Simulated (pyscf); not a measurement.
This saddle point was located with ωB97X-D3(BJ)/def2-SVP in PySCF.

```xyz
8

Si    -0.8682     0.8361     0.7056
Si    -0.1450    -1.6231     0.0341
Cl     1.2152     0.3219    -0.0089
H     -1.9372     0.8208    -0.3235
H     -0.4832     2.2771     0.8591
H     -1.2266     0.3761     2.0702
H      0.1453    -2.0778    -1.3745
H      0.7991    -2.4882     0.8312
```
Charge 0, spin multiplicity 1.

Surface: singlet, charge 0. Lowest wavenumbers (cm⁻¹): 277i, 193, 240, 272, 379.

Question: What reaction is this the transition state of?

Answer: H₃Si–SiH₂–Cl ⇌ H₃Si–Cl + silylene (SiH₂) [singlet], a 1,1-elimination read from left to right: Si–Si, Cl–Si broken and Cl–Si formed. At CCSD(T)/def2-TZVPP + ΔMP2(QZVPP) it lies +218.0 kJ/mol from the left side and -14.2 kJ/mol from the right (each side as separated species at their lowest minima found). On the product side the descent ends in an adduct with a Cl–Si contact, 55.3 kJ/mol under the separated species and 13.2 kJ/mol under the saddle at ωB97X-D3(BJ)/def2-TZVP. At CCSD(T) the saddle lies under the separated products, which points to a path from their complex (located at ωB97X-D3(BJ) alone), and parting the products costs more than the saddle. What is counted as broken (Cl–Si) persists as a longer contact in the product adduct; parting that adduct is a step of its own. This is the saddle that the search found; another between the same sides may lie lower. The CCSD(T) − MP2 part came from Ansatz, without density fitting, on the same reference.
